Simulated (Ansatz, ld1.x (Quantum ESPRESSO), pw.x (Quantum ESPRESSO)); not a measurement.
# What a changed setting does to a pw.x run (fcc H)

Potential: norm-conserving Troullier–Martins (Kleinman–Bylander form), ld1.x (Quantum ESPRESSO) 7.5, PBEsol; core none, reference 1s1; waves: 2p channel at 0.2 Ry: rc 1.45 bohr; 1s (bound): rc 1.30 bohr; local part: the s channel; core correction: none.

The reference run (k-mesh 18³, cutoffs 45/180 Ry, Fermi–Dirac 0.01 Ry, mixing_beta 0.4, conv_thr 1e-9, no spin) gives 0.55 GPa at 2.917 Å³/atom, where all-electron LAPW gives -0.10 GPa. This run, with its own iteration cap, changes nosym to true.

```
&control
  calculation='scf', prefix='x', pseudo_dir='./', outdir='./tmp', tstress=.true., disk_io='none'
/
&system
  ibrav=0, nat=1, ntyp=1, ecutwfc=45, ecutrho=180, nbnd=7,
  occupations='smearing', smearing='fd', degauss=0.01, nosym=.true.
/
&electrons
  conv_thr=1e-09, mixing_beta=0.4, electron_maxstep=60
/
ATOMIC_SPECIES
H 1.0 H.UPF
CELL_PARAMETERS angstrom
  0.00000000 1.13405855 1.13405855
  1.13405855 0.00000000 1.13405855
  1.13405855 1.13405855 0.00000000
ATOMIC_POSITIONS crystal
H 0.0000 0.0000 0.0000
K_POINTS automatic
18 18 18 0 0 0
```

```bash
pw.x < H.scf.in > H.scf.out
```

Question: How does the run end?

Answer: It converges in 3 iterations; the free energy moves by +0.0 meV/atom and the pressure by +0.00 GPa. The result is that of the reference run.

```
lattice parameter (alat)  =       3.0307  a.u.
     unit-cell volume          =      19.6849 (a.u.)^3
     number of electrons       =         1.00
     number of Kohn-Sham states=            7
     kinetic-energy cutoff     =      45.0000  Ry
     charge density cutoff     =     180.0000  Ry
     scf convergence threshold =      1.0E-09
     Exchange-correlation= PBESOL
     number of k points=  2920  Fermi-Dirac smearing, width (Ry)=  0.0100
     iteration #  1     ecut=    45.00 Ry     beta= 0.40
     total energy              =      -1.07002805 Ry
     estimated scf accuracy    <       0.00000790 Ry
     iteration #  2     ecut=    45.00 Ry     beta= 0.40
     total energy              =      -1.07002987 Ry
     estimated scf accuracy    <       0.00000291 Ry
     iteration #  3     ecut=    45.00 Ry     beta= 0.40
     the Fermi energy is     4.0492 ev
!    total energy              =      -1.07002990 Ry
     estimated scf accuracy    <          9.4E-11 Ry
     smearing contrib. (-TS)   =      -0.00044567 Ry
     The total energy is F=E-TS. E is the sum of the following terms:
     one-electron contribution =       0.64717327 Ry
     hartree contribution      =       0.01637832 Ry
     xc contribution           =      -0.66343594 Ry
     ewald contribution        =      -1.06969988 Ry
     convergence has been achieved in   3 iterations
          total   stress  (Ry/bohr**3)                   (kbar)     P=        5.46
     Message from routine punch:
     Nothing written, as per user request (disk_io='none')
```

The run took about 15 s on one core of a shared host (Neoverse-V1, 32 threads, 247 GiB, load 16).
